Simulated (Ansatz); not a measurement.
## CCSD(T) forces

CHSSi (charge -1), singlet, displaced at random from a GFN2-xTB minimum.

| atom | x (Å) | y (Å) | z (Å) |
| --- | --- | --- | --- |
| C1 | -2.0225 | 0.4025 | 1.2852 |
| Si2 | -0.7597 | 0.2599 | 0.1765 |
| S3 | 1.0653 | 0.0217 | -1.1967 |
| H4 | 1.6843 | -0.7238 | -0.3067 |

Computed with Ansatz 0.2.0 (basis: def2-TZVPPD); correlated methods freeze the cores.

CCSD(T) forces from the calculation:
| atom | Fx | Fy | Fz (eV/Å) |
| --- | --- | --- | --- |
| C1 | -0.584 | 0.065 | 0.511 |
| Si2 | 0.727 | -0.060 | -0.665 |
| S3 | -0.530 | 0.392 | -0.262 |
| H4 | 0.387 | -0.398 | 0.417 |

Task: Which atom feels the largest CCSD(T) force, and how large is it?

Result: Si2, 0.99 eV/Å, along (0.74, -0.06, -0.67).

Root-mean-square difference of the force components from those of CCSD(T): PBE0-D4 0.331; wB97M-V 0.427; r2SCAN-D4 0.264; PBE-D4 0.212; SPW92 0.363; r2SCANh-D4 0.313 eV/Å.

No T1 diagnostic of these runs exceeds 0.034. The restricted Hartree–Fock reference is unstable towards an unrestricted one here. These are differences at one structure, and CCSD(T) in triple zeta is itself an approximation.

For scale, one of the runs: CCSD(T)/def2-TZVPPD forces, 153 basis functions, launched by `ansatz run in.yaml --threads 4 --pin off --events-out ev --progress --plain --max-ram 5222MiB`. Hardware: 4 CPU threads of an Arm Neoverse N1, shared host. Wall time 74 s; peak host memory 1.8 GiB.
